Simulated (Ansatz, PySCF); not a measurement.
Species: disodium, Na2, net charge 0, singlet state. 
Geometry from a B3LYP-D3(BJ)/def2-TZVP (Ansatz, a first-principles code) optimisation:
```
Na
Na 1 3.0545
```

Property: atomisation energy (electronic, to ground-state atoms), in eV. Cores are frozen in the correlated levels unless marked. Open shells are spin-unrestricted. No spin-orbit coupling. Non-relativistic. The coupled-cluster limit lacks core correlation, which all-electron functionals hold. CBS marks a two-point X^-3 extrapolation of the correlation energy; Hartree-Fock from the larger set. The bracket is a focal-point correction in the basis named.

```
level                                                            program  atomisation energy (eV)
--------------------------------------------------------  --------------  -----------------------
HF/6-31G*                                                         Ansatz                    -0.04
HF-D4/def2-TZVPD                                           PySCF + dftd4                     0.00
PBE-D4/def2-TZVPD                                         Ansatz + dftd4                     0.78
BLYP-D3(BJ)/def2-TZVPD                                    Ansatz + dftd3                     0.82
revPBE-D4/def2-TZVPD                                      Ansatz + dftd4                     0.75
PBE0-D4/def2-TZVPD                                        Ansatz + dftd4                     0.70
r2SCAN0-D4/def2-TZVPD                                     Ansatz + dftd4                     0.60
MN15/def2-TZVPD                                                    PySCF                     0.89
CAM-B3LYP/def2-TZVPD                                              Ansatz                     0.71
B2PLYP-D3(BJ)/def2-TZVPD                                  Ansatz + dftd3                     0.72
RI-MP2/def2-TZVPP                                                 Ansatz                     0.45
CCSD/6-31G                                                        Ansatz                     0.59
CCSD/6-31G*                                                       Ansatz                     0.66
RI-MP2/CBS(def2-TZVPP,def2-QZVPP)+[CCSD(T)-MP2]/def2-SVP          Ansatz                     0.78
CCSD(T)/CBS(def2-TZVPPD,def2-QZVPPD)                              Ansatz                     0.73
```

The Hartree-Fock reference is unstable (checked in the largest basis), which strains HF and MP2.
